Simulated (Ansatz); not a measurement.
CH4OSi, SMILES `C[Si]O` at its PBE0-D4/def2-TZVP geometry, where that method's forces vanish. The species carries charge 0 and has multiplicity 1.

```xyz
7

C     0.7948   -0.1388   -0.2349
Si   -0.1939    0.0826    1.3788
O    -1.7169    0.3089    0.7695
H     0.4065   -0.9907   -0.8079
H     1.8586   -0.3098   -0.0539
H     0.6975    0.7528   -0.8678
H    -1.8466    0.2949   -0.1838
```

(1) What forces (eV/Å) does PBE-D4/def2-TZVPP give on these atoms in Ansatz 0.2.0? (Best estimate.)

Answers

(1) Ansatz gave: 
```
C1   0.028 -0.004  0.031
Si2  0.377 -0.048  0.359
O3  -0.459  0.087  0.312
H4  -0.067 -0.157 -0.110
H5   0.212 -0.035  0.018
H6  -0.014  0.163 -0.121
H7  -0.077 -0.006 -0.490
```
